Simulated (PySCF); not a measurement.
**One molecule, many functionals**

1-fluorobutane, C4H9F.
SMILES: `CCCCF`

Linear-response calculations in the def2-SVPD basis (PySCF; singlets by full response, triplets Tamm–Dancoff, core orbitals frozen in the response; HF means time-dependent Hartree–Fock). 'Strongest' is the level of largest summed f among the singlets computed (10 roots, of which the last may lack a degenerate partner); it can jump between rows when another state enters that window. S1 is the lowest singlet of each run and needn't be the same state throughout; f(S1) is that of one state. Isolated species at its PBE0-D3(BJ)/def2-SVP geometry (one conformer only).

| functional | kind | S1 (eV) | f(S1) | strongest (eV) | T1 (eV) | HOMO (eV) | gap (eV) | ionisation energy, ΔSCF (eV) |
| --- | --- | --- | --- | --- | --- | --- | --- | --- |
| LDA | LDA | 7.69 | 0.002 | 8.60 | 7.60 | -7.64 | 7.66 | 10.68 |
| PBE | GGA | 7.70 | 0.001 | 8.57 | 7.58 | -7.57 | 7.67 | 10.92 |
| B3LYP | global hybrid, 20% exact exchange | 8.46 | 0.003 | 9.34 | 8.29 | -8.92 | 9.41 | 11.18 |
| PBE0 | global hybrid, 25% exact exchange | 8.72 | 0.004 | 9.58 | 8.49 | -9.12 | 9.92 | 11.20 |
| BHandHLYP | global hybrid, 50% exact exchange | 9.36 | 0.004 | 10.21 | 9.05 | -10.59 | 11.85 | 11.64 |
| CAM-B3LYP | range-separated hybrid | 8.93 | 0.006 | 9.90 | 8.67 | -10.59 | 12.00 | 11.52 |
| wB97X-D | range-separated hybrid | 9.21 | 0.008 | 10.17 | 9.04 | -11.04 | 13.50 | 11.58 |
| LC-wPBE | range-separated hybrid | 9.49 | 0.014 | 10.54 | 9.10 | -11.90 | 14.42 | not settled |

Task: What does HF (Hartree–Fock) give?

Result: S1 (eV) 10.33, f(S1) 0.007, strongest (eV) 11.19, T1 (eV) 9.64, HOMO (eV) -12.76, gap (eV) 15.53, ionisation energy, ΔSCF (eV) not settled. S1 runs from 7.69 eV (LDA) to 10.33 eV (HF), a spread of 2.64 eV, while the orbital gap spreads over 7.9 eV. Along PBE (0%), B3LYP (20%), PBE0 (25%), BHandHLYP (50%), HF (100%) S1 rises with the share of exact exchange. −ε(HOMO) comes closest to its own ΔSCF ionisation energy with wB97X-D (-0.53 eV) and misses most with PBE (-3.35 eV). 'Not settled' means that the ion's SCF failed to converge or may have ended in another state than the lowest.
